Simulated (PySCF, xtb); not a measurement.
Protons, H atoms and electrons added to or taken from C=C=O. All species are isolated molecules in the gas phase. One relaxed conformer stands for each flexible species; it need not be the lowest. Strings in code marks are SMILES.

Quantity: proton affinity at 298 K, in kcal/mol. Enthalpy corrections at 298 K come from GFN2-xTB frequencies (xtb).

Level 1: BP86/6-31G* // PBE-D3(BJ)/def2-TZVP (PySCF)
Level 2: PBE/6-31G* // PBE-D3(BJ)/def2-TZVP (PySCF)
Level 3: HF/3-21G // PBE-D3(BJ)/def2-TZVP (PySCF)
Level 4: HF/STO-3G // PBE-D3(BJ)/def2-TZVP (PySCF)

```csv
species,level 2,level 3,level 4
proton added at O3: `C=C=[OH+]` (not the most basic site),156.1,160.8,209.1
proton added at C1: `C[C+]=O`,197.0,197.6,253.9
```

**Question.** What does level 1 give for each?

**Answer.** 
- proton added at O3: `C=C=[OH+]` (not the most basic site): 156.7
- proton added at C1: `C[C+]=O`: 197.1
